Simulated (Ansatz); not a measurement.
System: formic acid, CH$_{2}$O$_{2}$, charge 0, multiplicity 1. 
Coordinates optimised at B3LYP-D3(BJ)/def2-TZVP (Ansatz, an electronic-structure program):
SMILES: C(=O)O
```xyz
5

O     -1.0316    -0.4355    -0.0191
C      0.0042     0.4206     0.0039
O      1.1586     0.1057     0.0179
H     -0.6697    -1.3375    -0.0221
H     -0.3712     1.4518     0.0079
```

Property: vertical ionisation energy (to the doublet state of charge +1; each state is the SCF solution reached for its spin), in eV. Cores are frozen in the correlated levels unless marked. Open shells are spin-unrestricted. Spin-orbit coupling is left out. Non-relativistic. CBS marks a two-point X^-3 extrapolation of the correlation energy; Hartree-Fock from the larger set. The bracket is a focal-point correction in the basis named.

RI-MP2/CBS(aug-cc-pVTZ,aug-cc-pVQZ)+[CCSD(T)-MP2]/aug-cc-pVTZ (Ansatz) gives 11.65 eV.

Q: Another calculation gave 11.50 eV. Which level was it?
A. r2SCAN/def2-TZVPD (Ansatz)
B. B2PLYP/def2-TZVPD (Ansatz)
C. SVWN5/def2-TZVPD (Ansatz)

A: B, B2PLYP/def2-TZVPD (Ansatz). The others give 11.26 (r2SCAN), 11.62 (SVWN5) eV.
